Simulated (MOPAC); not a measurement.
# C2H3F2N (SMILES F/C=N\CF): PM7

Wanted: a geometry optimisation of C2H3F2N. 

Program for the calculation: MOPAC 23.2.5.

6 further runs of the same task are left out: 6 set aside as unsound or not needed.

### 1 The structure to begin with

C2H3F2N: 8 atoms, total charge 0, spin state singlet. As SMILES, `F/C=N\CF`. All atoms were displaced at random from a relaxed shape. The run starts from this shape.

Bond lengths: F1–C2 1.320 Å, C2–N3 1.244 Å, N3–C4 1.429 Å, C4–F5 1.359 Å, C2–H6 1.091 Å, C4–H7 1.090 Å, C4–H8 1.116 Å. Angles: F1–C2–N3 127.3°, C2–N3–C4 127.4°, N3–C4–F5 116.2°, F1–C2–H6 111.2°, N3–C2–H6 121.5°, N3–C4–H7 107.8°, N3–C4–H8 106.7°, F5–C4–H7 108.8°, F5–C4–H8 108.6°, H7–C4–H8 108.4°.

### 2 A structure relaxation at PM7

Contents of c2h3f2n.mop:

```
PM7 BONDS GRADIENTS CYCLES=300 GNORM=0.01 DISP AUX(PRECISION=9) THREADS=1
C2H3F2N

F     -1.091695     1.595612    -0.138285
C     -0.736604     0.739078     0.801147
N      0.002607    -0.253179     0.676840
C      0.642472    -0.714688    -0.514843
F      0.428557     0.025009    -1.634507
H     -1.197227     0.989817     1.758306
H      0.308680    -1.735535    -0.698534
H      1.737797    -0.733976    -0.304117
```

Launch:

```sh
$ mopac c2h3f2n.mop
```

What values should one expect? Wanted: total energy at the end; dipole moment; HOMO energy; LUMO energy; HOMO–LUMO gap; dispersion energy; heat of formation.

**Answer.** As computed:

At PM7:

| quantity | value |
| --- | --- |
| total energy at the end | -51.56463 Eh |
| dipole moment | 1.40 D |
| HOMO energy | -11.52 eV |
| LUMO energy | 0.24 eV |
| HOMO–LUMO gap | 11.76 eV |
| dispersion energy | -1.00 kJ/mol |
| heat of formation | -77.3 kcal/mol |

**Reading.** At the final geometry: Bond lengths: F1–C2 1.333 Å, C2–N3 1.267 Å, N3–C4 1.437 Å, C4–F5 1.360 Å, C2–H6 1.103 Å, C4–H7 1.126 Å, C4–H8 1.126 Å. Angles: F1–C2–N3 123.2°, C2–N3–C4 128.5°, N3–C4–F5 112.4°, F1–C2–H6 113.6°, N3–C2–H6 123.2°, N3–C4–H7 108.6°, N3–C4–H8 108.6°, F5–C4–H7 108.7°, F5–C4–H8 108.8°, H7–C4–H8 109.6°. The optimisation took 42 steps and changed the energy by -0.100 eV.
